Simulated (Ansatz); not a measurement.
Geometry optimisation, RKS B3LYP/def2-SVP (Ansatz).

Input:

```yaml
crystal:
  periodic: [false, false, false]
  atoms:
    - { symbol: B, position_ang: [0.0, 0.0, 0.0] }
    - { symbol: C, position_ang: [1.0599, 0.0, 1.4549] }
    - { symbol: H, position_ang: [0.0603, -0.3092, 1.8254] }
    - { symbol: H, position_ang: [1.8275, -0.7111, 1.8254] }
    - { symbol: H, position_ang: [1.2919, 1.0203, 1.8254] }
    - { symbol: H, position_ang: [1.3894, 0.0, -0.0408] }
    - { symbol: "N", position_ang: [-1.3423, 0.0, -0.775] }
    - { symbol: H, position_ang: [-2.0112, -0.8164, -0.6764] }
    - { symbol: H, position_ang: [-1.5914, 0.8164, -1.4036] }
basis:
  gaussian: { orbitals: def2-SVP }
hamiltonian:
  xc: b3lyp
relax:
  f_tol: 0.15
  max_steps: 25
  restrain:
    - { distance: [1, 5], at: 1.11, k: 30.0 }
    - { distance: [0, 1], at: 2.8, k: 30.0 }
    - { distance: [0, 5], at: 2.39, k: 30.0 }
```

Command:

```bash
$ ansatz run input.yaml --threads 1 --pin off --max-ram 2048MiB --backend cpu --events-out ev --progress --plain --runs-dir out
```

Task: Where does it end, and by what steps?

Result: It converged. The restraints hold the end off the free minimum. After 15 steps the energy has fallen by 3.617 eV (the restraints' own energy left out); B1 moved furthest, 1.28 Å. Parted: B1–C2 (1.80 → 2.82 Å). Joined: C2–H6 (1.53 → 1.10 Å).

```csv
step,energy less start (eV),largest force component (eV/Å),accepted
0,0.0000,4.470,yes
1,1.1280,6.449,yes
2,0.9141,9.686,yes
3,0.2880,15.112,yes
4,-2.0466,3.659,yes
5,-2.9382,1.857,yes
6,-3.1163,1.513,yes
7,-3.2728,1.456,yes
8,-3.4837,0.692,yes
9,-3.5286,0.678,yes
10,-3.5734,0.830,yes
11,-3.5958,0.509,yes
12,-3.6007,0.496,yes
13,-3.6130,0.425,yes
14,-3.6046,0.564,no
15,-3.6173,0.408,yes
```

```xyz
9
Properties=species:S:1:pos:R:3
B -0.239 1.014 -0.743
C 1.125 -0.133 1.439
H 0.089 -0.459 1.609
H 1.789 -0.720 2.096
H 1.216 0.934 1.675
H 1.420 -0.288 0.387
N -1.282 0.108 -0.778
H -1.362 -0.761 -0.255
H -2.072 0.306 -1.394
```

Run time: 36 s on 1 thread of Arm Neoverse V1 (shared host), peak memory 0.14 GiB.
